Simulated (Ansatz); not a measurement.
C₂H₆Mg⁻, that is MgMe2 with one electron more. The state is a doublet with charge -1. Geometry B3LYP-D4/def2-TZVP, that of the neutral singlet; atoms count from 1.

```xyz
9

Mg    0.004    0.003    0.001
C    -0.498    0.012    2.034
H    -0.790    1.010    2.377
H     0.338   -0.310    2.662
H    -1.337   -0.658    2.247
C     0.499   -0.012   -2.033
H    -0.364    0.225   -2.663
H     0.870   -0.990   -2.355
H     1.278    0.720   -2.270
```

The highest occupied level of the charge -1 doublet lies above zero (up to 1.65 eV). By energy differences it is unbound by 0.52 eV (vertical, against the charge 0 singlet, at PBE0-D4/def2-TZVPD) and held by the finite basis.

(1) Estimate the Mulliken populations from the PBE0/def2-TZVPD orbitals of Ansatz.

(2) Where does the spin sit?

Answers

(1) 
| atom | charge (e) | spin (α − β) |
| --- | --- | --- |
| Mg1 | -1.38 | 1.85 |
| C2 | -0.66 | -0.15 |
| H3 | 0.28 | -0.09 |
| H4 | 0.28 | -0.09 |
| H5 | 0.28 | -0.09 |
| C6 | -0.66 | -0.15 |
| H7 | 0.28 | -0.09 |
| H8 | 0.28 | -0.09 |
| H9 | 0.28 | -0.09 |
Mulliken values depend strongly on the basis. With diffuse functions, as here, like atoms can get unlike values, and bond orders can come out too low or too high.

(2) Summed by element: Mg 1.85, C -0.30, H -0.55, of 1 unpaired in all. Largest on single atoms: Mg1 1.85, C6 -0.15, C2 -0.15.
